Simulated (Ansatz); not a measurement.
# C₂HSi (quartet): wave-function methods side by side, def2-QZVPP

The task here is to estimate one member of a computed series from the others.

The runs use Ansatz 0.2.0, Gaussian basis; def2-QZVPP, core rule «outside noble gas», up to 7 orbitals frozen.

The runs, in order: UHF; ROHF; CCSD(T) on UHF.

2 further runs of the same task are left out: 2 set aside as unsound or not needed.

### The system

The geometry is a PBE0/def2-TZVP stationary point (not a proven minimum) of the parent state, kept for this charge and spin.

4 atoms, charge 0, spin multiplicity 4.

Atoms are counted from 1 here; the program's logs count them from 0.

Bond lengths: C1–C2 1.222 Å, C1–H4 1.067 Å, C2–Si3 1.799 Å. Angles: C2–C1–H4 180.0°, C1–C2–Si3 180.0°.

Set-up of the first run:

in.yaml reads:

```yaml
crystal:
  periodic: [false, false, false]
  atoms:
    - {symbol: C, position_ang: [0.000000, 0.000000, 0.794175]}
    - {symbol: C, position_ang: [0.000000, 0.000000, -0.427825]}
    - {symbol: Si, position_ang: [0.000000, 0.000000, -2.227125]}
    - {symbol: H, position_ang: [0.000000, 0.000000, 1.860775]}
basis:
  gaussian: {orbitals: "def2-QZVPP.json"}
magnetization: {spin_polarized: true, initial_magnetization: 3}
hamiltonian: {xc: hf}
output: {orbitals: {seedname: orbitals}}
```

On the command line:

```console
$ ansatz run in.yaml --threads 1 --pin off --events-out ev --progress --plain --max-ram 2393MiB
```

Among the steps run: UHF; ROHF; CCSD(T) on UHF.

One of the session's tables, all rows but one given; the rest of the session is left out.

```
  method  from UCCSD(T) (kcal/mol)
    ROHF                   +256.16
     UHF                   +251.84
    UMP2                         ?
   UCCSD                    +14.20
UCCSD(T)                         0
```

Q: Estimate the row for UMP2 from the others.

**Answer.** from UCCSD(T) (kcal/mol): +31.11. In the column «from UCCSD(T) (kcal/mol)» it lies between UCCSD (+14.20) and UHF (+251.84).
